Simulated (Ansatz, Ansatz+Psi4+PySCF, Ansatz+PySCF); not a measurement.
```xyz
6

C     0.0000    0.0065   -1.0901
C     0.0000    0.1929    0.1993
C     0.0000    0.0361    1.5252
N     0.0000   -0.0361    2.6987
H     0.0000   -1.0402   -1.5439
H     0.0000    0.8408   -1.7891
```

Basis set: cc-pVTZ (spherical functions). Left uncorrelated: 4 orbitals. Correlation on ROHF uses semicanonical orbitals with singles. Charge 0, multiplicity 2.

Computed with Ansatz (development build ahead of 0.2.0); each method stands on the lowest determinant of its kind that the runs found.

The atomization energy at this shape (free ground-state atoms in the same class of orbitals less the molecule, no zero-point energy) of doublet C₃H₂N:

| method | atomization energy |
| --- | --- |
| ROHF-MP2 | 2704.7 kJ/mol |

**Question.** What does UHF-MP2 give?

**Answer.** 2590.2 kJ/mol. Caution: forces differ strongly between restricted and unrestricted references. Caution for ROHF-MP2: an unrestricted determinant lies well below. Caution for UHF-MP2: the unrestricted determinant is spin contaminated.
